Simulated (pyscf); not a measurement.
Thermochemistry of product channels of F–W(F)(=S)=S (SMILES [F][W]([F])(=[S])=[S]) + H• (SMILES [H]) on the doublet surface, in eV, from ωB97M-D3(BJ)/def2-TZVP energies (ideal gas, 1 atm, RRHO with modes under 100 cm⁻¹ raised to 100, one conformer, R ln 2 for chiral ones without a mode under 150 cm⁻¹). Optimised with ωB97X-D3(BJ)/def2-SVP in PySCF.

```tsv
products	ΔE	ΔH(298 K)	ΔG(298 K)	ΔG(1200 K)
HF₂S₂W (SMILES [F][WH]1([F])[S][S]1) [doublet]	(withheld)	-0.44	-0.16	(withheld)
[F–WH(F)(S)=S]• (SMILES [F][WH]([F])([S])=[S])	(withheld)	-0.34	-0.07	+0.83
[F–W(F)(=S)–SH]• (SMILES [F][W]([F])(=[S])[SH])	-1.85	-1.68	-1.42	-0.59
```

**Question.** Some entries are withheld; supply them.

**Answer.** 
- HF₂S₂W (SMILES [F][WH]1([F])[S][S]1) [doublet], ΔE: -0.58
- HF₂S₂W (SMILES [F][WH]1([F])[S][S]1) [doublet], ΔG(1200 K): +0.73
- [F–WH(F)(S)=S]• (SMILES [F][WH]([F])([S])=[S]), ΔE: -0.50

The channel to cyclic HF₂S₂W (SMILES [F][WH]1([F])[S][S]1) [doublet] turns unfavourable between 298 and 1200 K (ΔG from -0.16 eV to +0.73 eV).

These are energies of the channels, which say nothing of barriers. Open-shell species with a d-block atom are single-reference here; other states, and whether the spin sits on metal or ligand, were not checked. Elements past Kr carry the def2 core potentials, without spin-orbit coupling.
